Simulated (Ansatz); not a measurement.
```yaml
crystal:
  periodic: [false, false, false]
  atoms:
    - {symbol: Y, position_ang: [-0.685534, -0.152045, -0.264579]}
    - {symbol: Si, position_ang: [1.917829, 0.448481, 0.779495]}
    - {symbol: H, position_ang: [1.833102, -1.051074, 0.931730]}
    - {symbol: H, position_ang: [3.350430, 0.654865, 1.143091]}
    - {symbol: H, position_ang: [1.845440, 1.310790, -0.457519]}
basis:
  gaussian: {orbitals: def2-TZVP}
magnetization: {spin_polarized: true, initial_magnetization: 4}
hamiltonian: {xc: pbe0}
relax: {f_tol: 0.004, max_steps: 80}
```

```sh
$ ansatz run in.yaml --threads 1 --pin off --events-out ev --progress --plain --max-ram 2176MiB
```

Steps of the relaxation (energy above the last step; positions in Å, forces in eV/Å):

```
5
step 1, 367.3 meV
Y    -0.686   -0.152   -0.265    0.141    0.004    0.007
Si    1.918    0.448    0.779    0.518   -0.003   -0.001
H     1.833   -1.051    0.932   -0.388   -0.295    0.022
H     3.350    0.655    1.143    0.113    0.129    0.220
H     1.845    1.311   -0.458   -0.385    0.166   -0.249
```

```
5
step 2, 285.0 meV
Y    -0.633   -0.151   -0.263    0.300    0.016    0.030
Si    1.997    0.429    0.747    0.059   -0.039   -0.066
H     1.738   -1.073    0.932   -0.113    0.087    0.037
H     3.409    0.685    1.194   -0.133   -0.055   -0.095
H     1.751    1.322   -0.477   -0.114   -0.008    0.093
```

```
5
step 3, 240.2 meV
Y    -0.552   -0.169   -0.292    0.271    0.010    0.019
Si    1.998    0.430    0.749    0.071   -0.003   -0.004
H     1.688   -1.056    0.976   -0.133   -0.049    0.073
H     3.426    0.653    1.140   -0.077   -0.047   -0.081
H     1.701    1.353   -0.441   -0.132    0.089   -0.008
```

```
5
step 6, 109.5 meV
Y    -0.256   -0.254   -0.435    0.108   -0.005   -0.008
Si    2.009    0.464    0.806    0.096    0.035    0.060
H     1.494   -1.002    1.163   -0.040    0.179   -0.087
H     3.507    0.512    0.901   -0.122   -0.046   -0.079
H     1.507    1.492   -0.304   -0.042   -0.162    0.114
```

```
5
step 14, 0.0 meV
Y     0.023   -0.368   -0.626    0.000    0.000    0.000
Si    2.097    0.538    0.933    0.001    0.000    0.000
H     1.278   -0.759    1.241   -0.001   -0.001    0.001
H     3.574    0.357    0.638    0.001    0.000    0.000
H     1.290    1.444   -0.054   -0.001    0.001   -0.001
```

Close pairs at the end: Si2–H4 1.516 Å, Si2–H3 1.564 Å, Si2–H5 1.564 Å, Y1–H3 2.283 Å, Y1–H5 2.283 Å, Y1–Si2 2.748 Å.

A stationary point of unrestricted PBE0 after 14 steps, with ⟨S²⟩ = 6.005 against 6.00 for a pure state; no frequencies were run, so it isn't proven a minimum. 92 s on 1 thread of Intel Xeon 6975P-C, shared host.
